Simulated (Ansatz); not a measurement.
PbO (Pbcm, No. 57), treated with r²SCAN (plane waves, PAW; Ansatz, a quantum-chemistry and plane-wave program).

Numerical settings: plane-wave cutoff 560 eV, 8×6×6 k mesh (along the axes of the cell as run), Fermi–Dirac smearing 0.01 eV, scalar-relativistic PAW data made under PBE.

Cell (relaxed at this level):

```yaml
crystal:
  lattice:
    - [4.71732, 0.00000, 0.00000]
    - [0.00000, 5.64436, 0.00000]
    - [0.00000, 0.00000, 6.15709]
  atoms:
    - { symbol: Pb, position: [0.25000, 0.98360, 0.22032] }
    - { symbol: Pb, position: [0.75000, 0.01640, 0.77968] }
    - { symbol: Pb, position: [0.75000, 0.51640, 0.22032] }
    - { symbol: Pb, position: [0.25000, 0.48360, 0.77968] }
    - { symbol: O, position: [0.25000, 0.09692, 0.87401] }
    - { symbol: O, position: [0.75000, 0.90308, 0.12599] }
    - { symbol: O, position: [0.75000, 0.40308, 0.87401] }
    - { symbol: O, position: [0.25000, 0.59692, 0.12599] }
```

**Question.** Give the computed bulk modulus, band gap, smallest direct gap on the k points sampled and direct gap at Γ.

**Answer.** 
- bulk modulus = 14.2 GPa
- band gap = 2.55 eV
- smallest direct gap on the k points sampled = 2.91 eV
- direct gap at Γ = 3.55 eV

Note: the volume lies 7 % above that of the published cell; the bulk modulus comes from volumes at which shape and atoms were relaxed; the cell has widely spaced layers and the level no dispersion term, so their spacing and the moduli can rest on weak binding.

Spin–orbit coupling is not included; with these elements it can move the gap by several tenths of an eV or more.

The computed numbers hold no vibrational or temperature effects.

Cost on a shared machine: very roughly 27 core-minutes.
